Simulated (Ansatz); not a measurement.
For cubic BN, PBE (Ansatz, a quantum-chemistry and plane-wave program, PAW) gives:

```
Property                           Result
------------------------------  ---------
equilibrium lattice constant a    3.625 Å
bulk modulus                      372 GPa
TO(Γ) frequency                 1027 cm⁻¹
elastic constant C11              779 GPa
elastic constant C44              442 GPa
polycrystal shear modulus         381 GPa
```

Question: What does r²SCAN+rVV10 (Ansatz, PAW) give for the same quantities?

Answer: 
- lattice constant a: 3.607 Å (shrinks by 0.5 %)
- bulk modulus: 395 GPa (rises by 6.2 %)
- zone-centre TO phonon frequency: 1047 cm⁻¹ (increases by 1.9 %)
- elastic constant C11: 826 GPa (goes up by 6.0 %)
- elastic constant C44: 471 GPa (increases by 6.6 %)
- Voigt–Reuss–Hill shear modulus: 405 GPa (goes up by 6.3 %)

For comparison: lattice constant a 3.593 Å (measured, corrected for zero-point motion; as tabulated in Goldzak et al. (2022), arXiv:2208.04865); bulk modulus 410 GPa (measured, 0 K value with the zero-point phonon effect removed, our sources range from 388 to 410; as tabulated in Mejia-Rodriguez and Trickey (2018), arXiv:1807.09216); zone-centre TO phonon frequency 1055 ± 0.6 cm⁻¹ (measured, 300 K, no zero-point or thermal correction; as tabulated in Ioffe Institute, NSM Archive: BN, mechanic properties page); elastic constant C11 820 GPa (measured, temperature not stated, not corrected to a static lattice; as tabulated in Råsander and Moram (2015), arXiv:1505.02379); elastic constant C44 480 GPa (measured, temperature not stated, not corrected to a static lattice; as tabulated in Råsander and Moram (2015), arXiv:1505.02379).

Changes are worked out from the printed values.

Unless a cell is named, each level is at its own relaxed cell (PBE 5.95, r²SCAN+rVV10 5.86 Å³/atom).

Ansatz's density-functional and Hartree–Fock values are scalar-relativistic unless marked +SOC, with PAW data made under PBE.
